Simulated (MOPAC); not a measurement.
MOPAC input (PM7):

```
PM7 FORCE THERMO(298,298) PRECISE LET CHARGE=-1 GEO-OK AUX(PRECISION=9) THREADS=1
C3H2N

C     0.01447436 1   -1.81260920 1    0.02316946 1
C    -0.00807776 1   -0.49234235 1    0.00643477 1
C    -0.03102059 1    0.83264170 1   -0.01042544 1
H    -0.87710030 1   -2.41908204 1    0.03902314 1
H     0.92626628 1   -2.38847346 1    0.02229707 1
N    -0.05145499 1    2.01617580 1   -0.02551804 1
```

From the last part of the output:

```
     N    6   0.236295   1.982774  17.074166   0.035340   0.035298  18.824066

          HEAT OF FORMATION =      42.254383 KCALS/MOLE

          ZERO POINT ENERGY      27.963 KCAL/MOL

           NORMAL COORDINATE ANALYSIS (Total motion = 1 Angstrom)

   Root No.       1         2         3         4         5         6         7         8

                 1 B2      1 B1      2 B2      2 B1      3 B2      3 B1      1 A1      2 A1

                  75.0     248.2     488.0     655.8    1035.6    1050.2    1337.9    1604.3

   x  C    1    0.0000   -0.0000    0.0000    0.0000   -0.0000   -0.0000    0.0193   -0.1409
   y  C    1   -0.0894    0.0235   -0.0445   -0.0082    0.0896    0.0225    0.0000   -0.0000
   z  C    1   -0.0198   -0.1062   -0.0099    0.0370    0.0198   -0.1015    0.0000    0.0000
   x  C    2   -0.0000    0.0000    0.0000   -0.0000    0.0000    0.0000    0.0082   -0.1009
   y  C    2    0.2073   -0.0380   -0.1487    0.0533   -0.0534   -0.0066    0.0000   -0.0000
   z  C    2    0.0459    0.1714   -0.0329   -0.2408   -0.0118    0.0297    0.0000    0.0000
   x  C    3   -0.0000    0.0000   -0.0001    0.0000    0.0000    0.0000   -0.0170   -0.0192
   y  C    3    0.0121   -0.0268    0.4675   -0.0656   -0.0043   -0.0002   -0.0000   -0.0000
   z  C    3    0.0027    0.1212    0.1035    0.2963   -0.0010    0.0008    0.0000   -0.0000
   x  H    4   -0.2005   -0.0000    0.0372    0.0000   -0.3702    0.0000    0.3845    0.1559
   y  H    4   -0.2192    0.0498   -0.0205   -0.0333   -0.2013   -0.0935    0.2199    0.2138
   z  H    4   -0.0484   -0.2248   -0.0045    0.1504   -0.0446    0.4221    0.0487    0.0473
   x  H    5    0.2005   -0.0000   -0.0372    0.0000    0.3703    0.0000    0.3846    0.1560
   y  H    5   -0.2191    0.0499   -0.0205   -0.0334   -0.2012   -0.0935   -0.2198   -0.2137
   z  H    5   -0.0486   -0.2253   -0.0046    0.1508   -0.0446    0.4221   -0.0487   -0.0473
   x  N    6    0.0000   -0.0000    0.0000   -0.0000   -0.0000    0.0000   -0.0644    0.2014
   y  N    6   -0.0800    0.0282   -0.2322    0.0224    0.0016   -0.0000   -0.0000    0.0000
   z  N    6   -0.0177   -0.1275   -0.0514   -0.1010    0.0004    0.0001    0.0000   -0.0000

   Root No.       9        10        11        12

                 4 B2      3 A1      4 A1      5 A1

                2690.3    2700.1    3033.8    4641.1

   x  C    1    0.0000    0.0164   -0.1668   -0.2834
   y  C    1   -0.0561   -0.0000   -0.0000   -0.0000
   z  C    1   -0.0124    0.0000    0.0000    0.0000
   x  C    2    0.0000   -0.0219   -0.0058    0.4615
   y  C    2   -0.0044   -0.0000   -0.0000    0.0001
   z  C    2   -0.0010    0.0000   -0.0000   -0.0000
   x  C    3    0.0000   -0.0650    0.2254   -0.1965
   y  C    3   -0.0004   -0.0000    0.0000   -0.0000
   z  C    3   -0.0001    0.0000   -0.0000    0.0000
   x  H    4   -0.2872    0.2291    0.1572    0.0043
   y  H    4    0.3618   -0.3607   -0.2107   -0.0208
   z  H    4    0.0801   -0.0799   -0.0467   -0.0046
   x  H    5    0.2871    0.2290    0.1572    0.0043
   y  H    5    0.3619    0.3607    0.2108    0.0209
   z  H    5    0.0801    0.0799    0.0467    0.0046
   x  N    6   -0.0000    0.0274   -0.0679    0.0151
   y  N    6    0.0000    0.0000   -0.0000   -0.0000
   z  N    6    0.0000   -0.0000    0.0000    0.0000

           MASS-WEIGHTED COORDINATE ANALYSIS (NORMAL COORDINATES)

   Root No.       1         2         3         4         5         6         7         8

                 1 B2      1 B1      2 B2      2 B1      3 B2      3 B1      1 A1      2 A1

                  75.0     248.2     488.0     655.8    1035.6    1050.2    1337.9    1604.3

   x  C    1    0.0000   -0.0000    0.0000    0.0000   -0.0001   -0.0000    0.0977   -0.4701
   y  C    1   -0.3228    0.0798   -0.0786   -0.0198    0.4394    0.1082    0.0000   -0.0001
   z  C    1   -0.0715   -0.3603   -0.0174    0.0896    0.0973   -0.4888    0.0000    0.0000
   x  C    2   -0.0001    0.0000    0.0000   -0.0000    0.0000    0.0000    0.0416   -0.3367
   y  C    2    0.7489   -0.1288   -0.2626    0.1290   -0.2619   -0.0316    0.0000   -0.0001
   z  C    2    0.1658    0.5817   -0.0582   -0.5827   -0.0580    0.1429    0.0000    0.0000
   x  C    3   -0.0000    0.0000   -0.0001    0.0000    0.0000    0.0000   -0.0860   -0.0641
   y  C    3    0.0436   -0.0910    0.8254   -0.1587   -0.0211   -0.0009   -0.0000   -0.0000
   z  C    3    0.0097    0.4111    0.1828    0.7168   -0.0047    0.0040    0.0000   -0.0000
   x  H    4   -0.2098   -0.0000    0.0190    0.0000   -0.5260    0.0000    0.5649    0.1507
   y  H    4   -0.2294    0.0489   -0.0105   -0.0233   -0.2860   -0.1304    0.3230    0.2066
   z  H    4   -0.0507   -0.2209   -0.0023    0.1054   -0.0633    0.5890    0.0715    0.0457
   x  H    5    0.2098   -0.0000   -0.0190    0.0000    0.5261    0.0000    0.5650    0.1507
   y  H    5   -0.2293    0.0490   -0.0105   -0.0234   -0.2859   -0.1304   -0.3229   -0.2066
   z  H    5   -0.0509   -0.2215   -0.0024    0.1057   -0.0633    0.5890   -0.0715   -0.0457
   x  N    6    0.0000   -0.0000    0.0001   -0.0000   -0.0000    0.0000   -0.3525    0.7256
   y  N    6   -0.3119    0.1034   -0.4427    0.0584    0.0085   -0.0001   -0.0001    0.0001
   z  N    6   -0.0691   -0.4671   -0.0980   -0.2638    0.0019    0.0006    0.0000   -0.0000

   Root No.       9        10        11        12

                 4 B2      3 A1      4 A1      5 A1

                2690.3    2700.1    3033.8    4641.1

   x  C    1    0.0000    0.0846   -0.5384   -0.4916
   y  C    1   -0.2795   -0.0000   -0.0001   -0.0000
   z  C    1   -0.0619    0.0000    0.0000    0.0000
   x  C    2    0.0000   -0.1128   -0.0188    0.8007
   y  C    2   -0.0217   -0.0000   -0.0000    0.0001
   z  C    2   -0.0048    0.0000   -0.0000   -0.0000
   x  C    3    0.0000   -0.3352    0.7275   -0.3408
   y  C    3   -0.0019   -0.0000    0.0001   -0.0001
   z  C    3   -0.0004    0.0000   -0.0000    0.0000
   x  H    4   -0.4149    0.3424    0.1470    0.0022
   y  H    4    0.5227   -0.5392   -0.1970   -0.0105
   z  H    4    0.1157   -0.1194   -0.0436   -0.0023
   x  H    5    0.4148    0.3423    0.1469    0.0022
   y  H    5    0.5228    0.5392    0.1970    0.0105
   z  H    5    0.1158    0.1194    0.0436    0.0023
   x  N    6   -0.0000    0.1528   -0.2366    0.0282
   y  N    6    0.0003    0.0000   -0.0000   -0.0000
   z  N    6    0.0001   -0.0000    0.0000    0.0000

          DESCRIPTION OF VIBRATIONS

 VIBRATION          1    1B2         ATOM PAIR     ENERGY CONTRIBUTION    RADIAL
 FREQUENCY            75.02         C 1 -- C 2         +35.8% (579.2%)      0.0%
 TRANSITION DIPOLE   0.8290         C 1 -- H 4         +26.0% (493.5%)     71.6%
 TRAVEL (Ang.)       0.4486         C 1 -- H 5         +26.0% (493.5%)     71.6%
 REDUCED MASS        4.4660         C 2 -- C 3         +10.7% (317.4%)      0.0%
 EFFECTIVE MASS    204.3305
 FORCE CONSTANT      0.0148

 VIBRATION          2    1B1         ATOM PAIR     ENERGY CONTRIBUTION    RADIAL
 FREQUENCY           248.18         C 1 -- C 2         +55.0% (162.0%)      0.0%
 TRANSITION DIPOLE   0.2115         C 3 -- N 6         +31.6% (122.7%)      0.0%
 TRAVEL (Ang.)       0.3086         C 2 -- C 3          +9.2% ( 66.3%)      0.0%
 REDUCED MASS        2.8529         C 1 -- H 4          +2.1% ( 31.9%)      0.0%
 EFFECTIVE MASS     19.0104
 FORCE CONSTANT      0.1035

 VIBRATION          3    2B2         ATOM PAIR     ENERGY CONTRIBUTION    RADIAL
 FREQUENCY           488.01         C 3 -- N 6         +54.6% ( 92.2%)      0.0%
 TRANSITION DIPOLE   2.8568         C 2 -- C 3         +40.7% ( 79.6%)      0.0%
 TRAVEL (Ang.)       0.1427         C 1 -- C 2          +2.5% ( 19.6%)      0.0%
 REDUCED MASS        6.7892         C 1 -- H 5          +1.1% ( 13.1%)     43.9%
 EFFECTIVE MASS     12.5334
 FORCE CONSTANT      0.9526

 VIBRATION          4    2B1         ATOM PAIR     ENERGY CONTRIBUTION    RADIAL
 FREQUENCY           655.77         C 2 -- C 3         +57.5% ( 90.6%)      0.0%
 TRANSITION DIPOLE   1.4090         C 3 -- N 6         +28.2% ( 63.4%)      0.0%
 TRAVEL (Ang.)       0.1421         C 1 -- C 2         +14.0% ( 44.7%)      0.0%
 REDUCED MASS        5.0893         C 1 -- H 5          +0.1% (  4.3%)      0.0%
 EFFECTIVE MASS     12.0217
 FORCE CONSTANT      1.2895

 VIBRATION          5    3B2         ATOM PAIR     ENERGY CONTRIBUTION    RADIAL
 FREQUENCY          1035.57         C 1 -- H 4         +43.9% ( 81.4%)     13.4%
 TRANSITION DIPOLE   0.1997         C 1 -- H 5         +43.9% ( 81.4%)     13.4%
 TRAVEL (Ang.)       0.2818         C 1 -- C 2         +11.8% ( 42.2%)      0.0%
 REDUCED MASS        0.8198         C 2 -- C 3          +0.4% (  8.0%)      0.0%
 EFFECTIVE MASS      3.4472
```

The dipole moment of an ion depends on the origin.
